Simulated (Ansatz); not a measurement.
# CH3FSi: one structure at several levels

The task here is to estimate one member of a computed series from the others.

Program: Ansatz 0.2.0, Gaussian basis. Level of theory: single points in def2-TZVPP. These are calculated values, not measurements.

Cores are frozen in the correlated methods.

## The system as given

6 atoms, charge 0, spin multiplicity 1.

Atoms are counted from 1 here; the program's logs count them from 0.

Bond lengths: C1–Si2 2.039 Å, C1–H4 1.067 Å, C1–H5 0.871 Å, C1–H6 1.204 Å, Si2–F3 1.863 Å. Angles: Si2–C1–H4 106.6°, Si2–C1–H5 101.1°, Si2–C1–H6 104.2°, H4–C1–H5 119.0°, H4–C1–H6 119.0°, H5–C1–H6 104.5°, C1–Si2–F3 99.7°.

Coordinates:

```xyz
6
CH3FSi
C    -0.3754    0.4574   -0.2881
Si    0.4198   -0.5741    1.2813
F     1.5364   -1.7432    0.3556
H    -1.0099    1.2070    0.1292
H     0.3458    0.7023   -0.7102
H    -0.8594   -0.3949   -0.9870
```

The first run:

File run/in.yaml:

```yaml
crystal:
  periodic: [false, false, false]
  atoms:
    - {symbol: C, position_ang: [-0.375400, 0.457400, -0.288100]}
    - {symbol: Si, position_ang: [0.419800, -0.574100, 1.281300]}
    - {symbol: F, position_ang: [1.536400, -1.743200, 0.355600]}
    - {symbol: H, position_ang: [-1.009900, 1.207000, 0.129200]}
    - {symbol: H, position_ang: [0.345800, 0.702300, -0.710200]}
    - {symbol: H, position_ang: [-0.859400, -0.394900, -0.987000]}
basis:
  gaussian: {orbitals: def2-TZVPP}
correlation: {method: ccsd_t}
output: {forces: true}
```

The command line of these runs was not kept.

Among the steps run: CCSD(T)/def2-TZVPP; PBE0-D4/def2-TZVPP; wB97M-V/def2-TZVPP; r2SCAN-D4/def2-TZVPP; PBE-D4/def2-TZVPP; SPW92/def2-TZVPP; r2SCANh-D4/def2-TZVPP.

One of the session's tables, all rows but one given; the rest of the session is left out.

```
    method  RMS force component (eV/Å)  angle to CCSD(T) forces (°)  dipole (D)
   CCSD(T)                       5.160                    reference        2.48
   PBE0-D4                       5.154                          0.6        2.51
   wB97M-V                       5.101                          0.8        2.52
 r2SCAN-D4                       5.107                          0.7        2.39
    PBE-D4                       5.104                          2.6        2.31
     SPW92                       5.192                          1.7        2.37
r2SCANh-D4                           ?                            ?           ?
```

**Question.** Estimate the row for r2SCANh-D4.

As computed: RMS force component (eV/Å): 5.123; angle to CCSD(T) forces (°): 0.5; dipole (D): 2.46. In the column «RMS force component (eV/Å)» it lies between r2SCAN-D4 (5.107) and PBE0-D4 (5.154).
